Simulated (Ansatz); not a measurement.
# CH5N (singlet): the correlation ladder, cc-pVDZ

How much of the correlation energy of CH5N (singlet) does each wave-function method recover here?

The runs use Ansatz 0.2.0, Gaussian basis; cc-pVDZ, core rule «outside noble gas», up to 2 orbitals frozen.

To be run: UHF; CCSD(T) on RHF; BCCD(T) on RHF; CISD; CCSDT(Q) on RHF; CCSDTQ on RHF; CASSCF and MRCISD+Q, 14 electrons in 13 orbitals; CASSCF and NEVPT2, 14 electrons in 13 orbitals.

14 further runs of the same task are left out: 1 that didn't finish, 13 set aside as unsound or not needed.

**1. The geometry**

The geometry is an MP2(full)/6-31G* stationary point (not a proven minimum).

7 atoms, charge 0, spin multiplicity 1.

Atoms are counted from 1 here; the program's logs count them from 0.

Bond lengths: C1–N2 1.464 Å, C1–H3 1.100 Å, C1–H6 1.092 Å, C1–H7 1.092 Å, N2–H4 1.018 Å, N2–H5 1.018 Å. Angles: N2–C1–H3 115.4°, N2–C1–H6 108.8°, N2–C1–H7 108.8°, H3–C1–H6 108.0°, H3–C1–H7 108.0°, H6–C1–H7 107.5°, C1–N2–H4 109.5°, C1–N2–H5 109.5°, H4–N2–H5 105.9°.

**2. UHF**

File in.yaml:

```yaml
crystal:
  periodic: [false, false, false]
  atoms:
    - {symbol: C, position_ang: [0.030223, 0.739186, 0.000000]}
    - {symbol: N, position_ang: [0.030223, -0.724852, 0.000000]}
    - {symbol: H, position_ang: [-0.963248, 1.210956, 0.000000]}
    - {symbol: H, position_ang: [-0.479694, -1.064669, 0.812370]}
    - {symbol: H, position_ang: [-0.479694, -1.064669, -0.812370]}
    - {symbol: H, position_ang: [0.571250, 1.091491, 0.880670]}
    - {symbol: H, position_ang: [0.571250, 1.091491, -0.880670]}
basis:
  gaussian: {orbitals: cc-pVDZ}
magnetization: {spin_polarized: true, initial_magnetization: 0}
hamiltonian: {xc: hf}
output: {orbitals: {seedname: orbitals}}
```

Command:

```
ansatz run in.yaml --threads 1 --pin off --events-out ev --progress --plain --max-ram 3956MiB --backend cpu
```

The runs that follow: CCSD(T) on RHF; BCCD(T) on RHF; CISD; CCSDT(Q) on RHF; CCSDTQ on RHF; CASSCF and MRCISD+Q, 14 electrons in 13 orbitals; CASSCF and NEVPT2, 14 electrons in 13 orbitals.

**Question.** What will the summary of the whole plan be? Wanted: RCCSDTQ below the RHF energy; RMP2 from RCCSDTQ; RCCSD from RCCSDTQ; RCCSD(T) from RCCSDTQ; RCCSDT(Q) from RCCSDTQ; NEVPT2 valence from RCCSDTQ; MRCISD+Q valence from RCCSDTQ; T1 diagnostic; effectively unpaired electrons.

**Answer**, as computed:

| quantity | value |
| --- | --- |
| RCCSDTQ below the RHF energy | -9.9569 eV |
| RMP2 from RCCSDTQ | +25.20 kcal/mol |
| RCCSD from RCCSDTQ | +5.97 kcal/mol |
| RCCSD(T) from RCCSDTQ | +0.66 kcal/mol |
| RCCSDT(Q) from RCCSDTQ | -0.02 kcal/mol |
| NEVPT2 valence from RCCSDTQ | +29.13 kcal/mol |
| MRCISD+Q valence from RCCSDTQ | +0.60 kcal/mol |
| levels within 1 kcal/mol (43 meV) | RCCSD(T), BCCD(T), RCCSDT, RCCSDT(Q), MRCISD+Q valence |
| T1 diagnostic | 0.006 |
| effectively unpaired electrons | 0.02 |

What this shows: RCCSD(T) lands +0.66 kcal/mol from the yardstick (0.3 % of the correlation energy). One determinant dominates. Of the multireference levels listed MRCISD+Q valence comes nearest in total energy (+0.60 kcal/mol), which doesn't show that its space is the better one. These misses are within one basis, not against nature.
